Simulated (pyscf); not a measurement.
Optimised with ωB97X-D3(BJ)/def2-SVP in PySCF.

Q: Estimate the classical barrier height and the reaction energy of H₂N–Na + H₃C–NH–CH₃ → H₃C–N(CH₃)–Na + NH₃ at ωB97M-D3(BJ)/def2-TZVP. The step runs on the singlet surface, breaks N–Na, H–N and forms N–Na, H–N; take the separated reactants as zero.

A: ΔE‡ = -52.6 kJ/mol, ΔE = +6.7 kJ/mol. Zero-point energy shifts the barrier by -5.3 kJ/mol. It is a four-centre exchange, with an imaginary mode of 1135i cm⁻¹. On the reactant side the descent ends in an adduct with a N–Na, H–Na contact, 85.9 kJ/mol under the separated species and 23.9 kJ/mol under the saddle at ωB97X-D3(BJ)/def2-TZVP. On the product side the descent ends in an adduct with a N–Na, H–Na contact, 83.3 kJ/mol under the separated species and 16.7 kJ/mol under the saddle at ωB97X-D3(BJ)/def2-TZVP. At ωB97M-D3(BJ) the saddle lies under the separated reactants, which points to a path from their complex (located at ωB97X-D3(BJ) alone). At ωB97M-D3(BJ) the saddle lies under the separated products, which points to a path from their complex (located at ωB97X-D3(BJ) alone), and parting the products costs more than the saddle. What is counted as formed (N–Na) is already present as a longer contact in the reactant adduct; forming that adduct is a step of its own. What is counted as broken (N–Na) persists as a longer contact in the product adduct; parting that adduct is a step of its own. At ωB97X-D3(BJ) the barrier from the zero used here is -62.0 kJ/mol. H₃C–NH–CH₃ lies 32.8 kJ/mol over its isomer H₃C–CH₂–NH₂ (electronic energy, ωB97M-D3(BJ)). This is the saddle that the search found; another between the same sides may lie lower.
